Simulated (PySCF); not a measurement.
The numbers are results of B3LYP-D3(BJ)/def2-TZVP in PySCF, not measurements. All species are isolated molecules in the gas phase. One relaxed conformer stands for a flexible species; it need not be the lowest. B3LYP has the VWN-RPA correlation part, as in Gaussian. Excitations are Tamm–Dancoff values on a coarser integration grid. The basis has no diffuse functions, so Rydberg states are missing or too high.

Reference species (SMILES): `O=CC(F)F` (O–C–C–F torsion 122°) (neutral, multiplicity 1).

```yaml
S1 oscillator strength: 0.000
S1 excitation (TDA): 4.08 eV
T1 excitation (TDA): 3.40 eV
HOMO: -8.17 eV
```

Changed species: `C=O` (X = H; the reference has X = difluoromethyl).

### Question
Predict the effect on the S1 oscillator strength, S1 excitation (TDA), T1 excitation (TDA) and HOMO.

### Answer
the S1 oscillator strength is nearly the same; the S1 excitation (TDA) falls by 0.04 eV, to 4.04 eV; the T1 excitation (TDA) falls by 0.04 eV, to 3.36 eV; the HOMO goes up by 0.56 eV, to -7.61 eV.
